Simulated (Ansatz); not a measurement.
Results of PBE-D4 (plane waves, PAW; Ansatz, a first-principles code) for hcp Cd.

Settings: plane-wave cutoff 500 eV, 30×30×14 k mesh (along the axes of the cell as run), Fermi–Dirac smearing 0.1 eV, scalar-relativistic PAW data made under PBE.

Computed at the level's own relaxed cell.

### Question
Predict the equilibrium volume per atom, lattice parameter a and c axis length.

### Answer

- equilibrium volume per atom = 21.49 Å³/atom
- lattice parameter a = 3.003 Å
- c axis length = 5.504 Å

Measured, for comparison: lattice constant a 2.979 Å, lattice parameter c 5.617 Å (293 K, not corrected to a static lattice; as tabulated in Wikipedia's data pages). Computed (rounded) less measured: lattice constant a +0.8 %, lattice parameter c -2.0 %.

Computed values are for the static lattice.
